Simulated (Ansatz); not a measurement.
Diamond-structure Ge was calculated with r²SCAN (plane waves, PAW; Ansatz, a quantum-chemistry and plane-wave program).

Settings: plane-wave cutoff 560 eV, 10×10×10 k mesh, Fermi–Dirac smearing 0.01 eV, scalar-relativistic PAW data made under PBE.

On both sides of the equilibrium volume: at 22.386 Å³/atom the pressure is 1.51 GPa and the direct gap at Γ 0.555 eV; at 23.299 Å³/atom they are -1.35 GPa and 0.166 eV. The fitted bulk modulus is 70.8 GPa.

Q: Work out the volume deformation potential of this gap and its pressure coefficient, in two ways.

A: a_V = dE_g/d ln V = (0.166 − 0.555)/ln(23.299/22.386) = -9.73 eV. Since dP = −B d ln V, dE_g/dP = −a_V/B = 137 meV/GPa. Straight from the pressures: (0.555 − 0.166)/(1.51 − (-1.35)) = 136 meV/GPa. At this level and over this range the gap at Γ widens under pressure.

Spin–orbit coupling is not included.
